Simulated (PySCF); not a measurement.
Compound: 2H-azirine, C2H3N.
Bonds: C1–N2 (double), N2–C3, C1–C3. Hydrogens: H4 on C1; H5, H6 on C3.

The computed photoelectron lines, unassigned: C 1s: 291.94 (area 1), 292.63 (area 1) eV; N 1s: 405.61 eV.

Method used: delta-SCF UKS SCAN, pcX-2 on the ionised atom, pcseg-1 elsewhere, spin-free X2C (PySCF). Isolated species at its PBE0-D3(BJ)/def2-SVP geometry, gas phase.

Question: Which carbon gives which C 1s line?

Answer: 291.94 eV: C3 (sp3 carbon bound to nitrogen); 292.63 eV: C1 (C=N carbon). The listed C 1s values span 0.69 eV, from C3 (bonded to N, C and 2 H) to C1 (bonded to N (double bond), C and H).

Bonded neighbours of each site: C1: N (double bond), C and H; N2: C (double bond) and C; C3: N, C and 2 H.

Question: Which photon wavelength matches the C 1s of C1 threshold?

Answer: λ = hc/E = 12398.42 eV Å / 292.63 eV = 42.369 Å.

The unrestricted hole states depart most from a pure doublet (⟨S²⟩ = 0.75; over 0.85 named) for C 1s of C1 (0.91), which makes this value less certain.

Hardware: AMD EPYC 9R45, one thread, no GPU, shared host with 96 logical CPUs at a one-minute load of 81. Cost: 4.9 s, 0.43 GiB resident at most.
